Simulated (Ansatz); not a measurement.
Results of r²SCAN+rVV10 (Ansatz, a first-principles code, PAW) for tetradymite Bi2Te3.

Run with plane-wave cutoff 600 eV, 10×10×10 k mesh, scalar-relativistic PAW data made under PBE.

Cell (relaxed at this level):

```cif
data_Bi2Te3
_chemical_formula_sum 'Bi2 Te3'
_space_group_name_H-M_alt 'P 1'
_space_group_IT_number 1
_cell_length_a 10.76608
_cell_length_b 10.76608
_cell_length_c 10.76608
_cell_angle_alpha 23.552
_cell_angle_beta 23.552
_cell_angle_gamma 23.552
loop_
_space_group_symop_operation_xyz
  'x, y, z'
loop_
_atom_site_label
_atom_site_type_symbol
_atom_site_fract_x
_atom_site_fract_y
_atom_site_fract_z
_atom_site_occupancy
Bi1 Bi 0.39833 0.39833 0.39833 1
Bi2 Bi 0.60167 0.60167 0.60167 1
Te1 Te 0.00000 0.00000 0.00000 1
Te2 Te 0.21378 0.21378 0.21378 1
Te3 Te 0.78622 0.78622 0.78622 1
```

Give the computed Voigt–Reuss–Hill shear modulus (Hill average), elastic constant C33, Young modulus, elastic constant C11, elastic constant C12, elastic constant C13, elastic constant C44 and elastic constant C66.


- Voigt–Reuss–Hill shear modulus (Hill average) = 18.6 GPa
- elastic constant C33 = 32.5 GPa
- Young modulus = 46.2 GPa
- elastic constant C11 = 70.4 GPa
- elastic constant C12 = 18.8 GPa
- elastic constant C13 = 18.8 GPa
- elastic constant C44 = 20.4 GPa
- elastic constant C66 = 25.8 GPa

Measured, for comparison: Voigt–Reuss–Hill shear modulus 19.8 GPa (temperature not stated, no zero-point or thermal correction, Hill average of measured single-crystal constants; as tabulated in Oses et al. (2018), arXiv:1811.08464); elastic constant C33 47.7 GPa, elastic constant C11 68.5 GPa, elastic constant C12 21.8 GPa, elastic constant C13 27.0 GPa, elastic constant C44 27.4 GPa, elastic constant C66 23.4 GPa (temperature not stated, no zero-point or thermal correction; as tabulated in Oses et al. (2018), arXiv:1811.08464). Computed (rounded) less measured: Voigt–Reuss–Hill shear modulus -6 %, elastic constant C33 -32 %, elastic constant C11 +3 %, elastic constant C12 -14 %, elastic constant C13 -30 %, elastic constant C44 -26 %, elastic constant C66 +10 %. A static lattice is as a rule a little smaller and stiffer than an uncorrected measurement, which narrows the difference in the elastic constant C11 and would widen misses of the other sign.

Elastic constants are with the ions relaxed.

Spin–orbit coupling is not included; it can shift volumes and moduli of such heavy elements.

Static lattice: no zero-point or thermal effects.
